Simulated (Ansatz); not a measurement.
Rock-salt GdN was calculated with HSE06 (Ansatz, a first-principles code, PAW).

Run with plane-wave cutoff 460 eV, 10×10×10 k mesh, Fermi–Dirac smearing 0.01 eV, spin-polarised with parallel moments, scalar-relativistic PAW data made under PBE.

The cell has the measured lattice: a = b = c = 4.9740 Å, α = β = γ = 90.00°.

What does this level give for the magnetic moment (largest site, within a sphere)?


* **magnetic moment (largest site, within a sphere)**: 6.94 μB

The run finds no gap.

Note: the run warned that the count of filled bands differs between k points; the state of the 4f shell is in doubt; cell and atoms aren't relaxed at this level (pressure 0.2 GPa).

Moments are spin moments.

Spin–orbit coupling is not included; it can open a gap where bands touch, and shift volumes and moduli.

Static lattice: no zero-point or thermal effects.
